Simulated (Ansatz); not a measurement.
Ansatz (a program for electronic structure) input (MP2/3-21G): The .json file is the Basis Set Exchange's 3-21G.

Ansatz 0.2 input:
```yaml
crystal:
  periodic: [false, false, false]
  atoms:
    - {symbol: Si, position_ang: [0.13481390, -0.00182868, 0.00000152]}
    - {symbol: H, position_ang: [-0.95884006, -1.10354087, 0.01036727]}
    - {symbol: H, position_ang: [-0.92855461, 1.12914243, -0.01038861]}
basis:
  gaussian:
    orbitals: 3-21G.json
total_charge: -1
magnetization: {spin_polarized: true, initial_magnetization: 1}
correlation: {method: mp2, electrons: outside_noble_gas}
```

What final total energy does it give?

-288.54242 Eh.
